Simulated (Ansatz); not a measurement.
Strength of the O–C bond: C2H4F2O → CH3O + CHF2

Species: C2H4F2O `COC(F)F`, singlet; CH3O `C[O]`, doublet; CHF2 `F[CH]F`, doublet. 

Shapes, held fixed at every level: PBE0-D4/def2-TZVP. Flexible molecules stand in one conformer, not always the lowest. Programs: Ansatz 0.2.0. The zero-point and thermal change to 298 K, harmonic and unscaled (PBE0-D4/def2-TZVP), is -21.8 kJ/mol.

**Question.** Estimate ΔH(298 K) of this reaction.

**Answer.** The highest level, CCSD(T)/CBS estimate, gives ΔH(298 K) = +423.8 kJ/mol; the levels span +285.0 to +476.0. The column of differences is taken from that level and isn't an error. Hartree–Fock misses the correlation of the pair that is broken and comes out low. No measured value is set beside it here. Open shells run unrestricted unless RO is named. The CBS estimate extrapolates MP2 from def2-TZVPP and def2-QZVPP and adds CCSD(T) − MP2 in the triple-zeta set, cores frozen.

| level | kind | ΔH(298 K) (kJ/mol) | less CCSD(T)/CBS estimate |
| --- | --- | --- | --- |
| HF/def2-SVP | Hartree–Fock | +285.0 | -138.8 |
| SPW92/def2-TZVPP | LDA | +476.0 | +52.2 |
| BHLYP-D4/def2-TZVPP | global hybrid | +376.6 | -47.2 |
| wB97X-V/def2-TZVPP | range-separated hybrid | +407.2 | -16.6 |
| CCSD/def2-SVP | coupled cluster or CI | +403.9 | -19.9 |
| CCSD/def2-TZVPP | coupled cluster or CI | +401.8 | -22.0 |
| CCSD(T)/CBS estimate | coupled cluster or CI | +423.8 | 0.0 |
